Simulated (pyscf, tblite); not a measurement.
Cl–GeH(Cl)–Cl -> HCl + Cl–Ge:–Cl [singlet]: energy along the mass-weighted descent from the GFN2-xTB saddle (tblite), relative to the relaxed reactant side.

```
s (amu^1/2 bohr)  E (kcal/mol)
----------------  ------------
-6.83                      0.1
-6.58                      0.2
-6.29                      0.2
-5.91                      0.4
-5.41                      0.6
-3.84                      4.0
-1.80                     17.8
0.120                     34.6
2.16                       8.1
4.20                       2.2
5.90                       0.9
6.48                       0.3
6.96                      -0.2
7.39                      -0.5
7.74                      -0.8
```

Task: The GFN2-xTB barrier from the reactant side is 1.51 eV. What does ωB97X-D3(BJ) (PySCF) give from its own reactant-side minimum, in def2-SVP and in def2-TZVP?

Result: 2.52 eV in the double-zeta basis after reoptimising the saddle, and 2.52 eV in the triple-zeta single point, so the tight-binding barrier lies 1.01 eV under the latter. The imaginary mode goes from 947i to 1254i cm⁻¹.
